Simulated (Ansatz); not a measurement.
**HGa–AsH₂, doublet: vertical spin and charge gaps**

Geometry (PBE0/def2-TZVP stationary point for this spin, not checked as a minimum):

```xyz
5

Ga   -0.0199    0.0531    1.2765
As    0.0437   -0.0377   -1.1818
H     0.0593   -1.3466    2.0575
H    -1.2671   -0.8186   -1.1611
H    -0.6656    1.2964   -1.3511
```

Basis cc-pVDZ; Ansatz 0.2.0. Correlated methods freeze the noble-gas cores and the filled d shells of p-block atoms. Prefix R: restricted or restricted open-shell reference; prefix U: unrestricted. No spin–orbit coupling is included, and no scalar relativity.

Gaps are energies of the second state less the first, at fixed atoms, for a selection of the levels run; each method lands on the state that its own search finds for that charge and spin.

Removing an electron, to the triplet: 9.015 eV at UCCSDT(Q).

| level | gap (eV) | error (meV) |
| --- | --- | --- |
| UHF | 8.295 | -720 |
| UMP2 | 9.018 | 3 |
| UCCSD | 8.988 | -27 |
| UCCSD(T) | 9.015 | 0 |
| BCCD(T) | 9.022 | 7 |
| UCCSDT | 9.012 | -3 |
| PBE | 9.152 | 137 |
| r2SCAN | 9.196 | 181 |
| PBE0 | 9.211 | 196 |
| B3LYP | 9.241 | 226 |
| wB97M-V | 9.231 | 216 |
| B2PLYP | 9.124 | 109 |
| RPA-PBE | 9.148 | 133 |

PBE gives 3.539 eV for quartet less doublet. Estimate what UCCSDT(Q) gives in cc-pVDZ.

UCCSDT(Q) in cc-pVDZ gives 3.521 eV, so against it PBE is off by 0.018 eV.

```
  level  gap (eV)  error (meV)
   UMP2     3.591           70
  UCCSD     3.515           -6
BCCD(T)     3.538           17
 UCCSDT     3.518           -3
 r2SCAN     3.444          -77
   PBE0     3.564           43
wB97M-V     3.720          199
 B2PLYP     3.674          153
RPA-PBE     3.561           40
```

In so small a basis the reference is far from its limit while semilocal and hybrid functionals are nearer theirs (RPA and double hybrids share much of the reference's basis error), so the functionals' errors here hold much of the reference's basis and frozen-core error, which can add to them or hide them.

Full CI isn't at hand for all of this; UCCSDT(Q) serves as the reference, and is uncertain by about the last step of the cluster series. The frozen core follows each run's orbitals, which can shift R against U totals by a few meV for light atoms and by up to 0.1 eV past Ca.
